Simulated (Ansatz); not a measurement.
`CC(C)(Cl)Cl` + H₂ → `CC(C)Cl` + HCl at 500 K and 1 bar (hydrogenolysis of a C–Cl bond).

Calculated with Ansatz (gas phase, PBE0-D4/def2-TZVP geometries, no zero-point term in ΔE). CCSD(T)/CBS is the MP2 limit (def2-TZVPP, def2-QZVPP) plus CCSD(T) − MP2 in def2-TZVPP, frozen cores. This one scheme is used for every species.

| species | CCSD(T)/CBS energy (Eh) | H − E (kJ/mol) | S (J/(mol·K)) |
| --- | --- | --- | --- |
| `CC(C)(Cl)Cl` | -1037.33801 | 266.4 | 382.7 |
| H₂ | -1.17544 | 41.0 | 145.5 |
| `CC(C)Cl` | -578.16231 | 286.0 | 355.3 |
| HCl | -460.38127 | 32.5 | 201.9 |

H − E and S are ideal-gas, rigid-rotor, harmonic terms from PBE0-D4/def2-TZVP. The MP2-based limit puts H₂ 0.8 mEh under its directly extrapolated value; such offsets cancel only in part. 1 Eh = 2625.50 kJ/mol, R = 8.31446 J/(mol·K).

Task: By hand: ΔE, ΔH, ΔS and ΔG.

Result: ΔE = (-578.16231) + (-460.38127) − (-1037.33801) − (-1.17544) = -0.03013 Eh = -79.1 kJ/mol. Δ(H − E) = 286.0 + 32.5 − 266.4 − 41.0 = 11.1, so ΔH = -68.0 kJ/mol. ΔS = 355.3 + 201.9 − 382.7 − 145.5 = 29.0 J/(mol·K). ΔG = -68.0 − 500 × (29.0)/1000 = -82.5 kJ/mol.

Task: By hand: the equilibrium constant, and the temperature at which ΔG would vanish if ΔH and ΔS stayed fixed.

Result: log₁₀ K = −ΔG/(RT ln 10) = 8.6. ΔH and −TΔS have one sign here, so there is no such temperature.

ΔH outweighs TΔS. A doubt of 5 kJ/mol in ΔE shifts log₁₀ K by 0.5 here. These are equilibria of isolated gas molecules and say nothing of rates. Largest T1 diagnostic: 0.009 (customary marks: 0.02 for closed shells, 0.045 for open ones).
